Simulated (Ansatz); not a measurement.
**C (model structure, started from the fcc type, Fm-3m, No. 225, 1 atom in the cell)**

Level of theory: PBEsol in Ansatz (plane waves, PAW).

Settings: plane-wave cutoff 500 eV, 22×22×22 k mesh, Fermi–Dirac smearing 0.05 eV, scalar-relativistic PAW data made under PBE.

Cell (relaxed at this level):

Space group Fm-3m (No. 225); a = b = c = 3.032 Å, α = β = γ = 90.00°

| atom | site | symmetry | x | y | z |
|---|---|---|---|---|---|
| C | 4a | m-3m | 0.0000 | 0.0000 | 0.0000 |
(The calculation used a cell of 1 atom; values per cell refer to that cell.)

- band gap: none

Note: the relaxation could raise the start's symmetry but not lower it, so the cell can be a saddle point.

The computed numbers hold no vibrational or temperature effects.

The result took around 8 core-seconds (rough).

A model structure was made by putting elements into a prototype or built by hand; it is no filed structure, need not be a known phase, and can be a saddle point held by its symmetry.

Ansatz is a quantum-chemistry and plane-wave program.
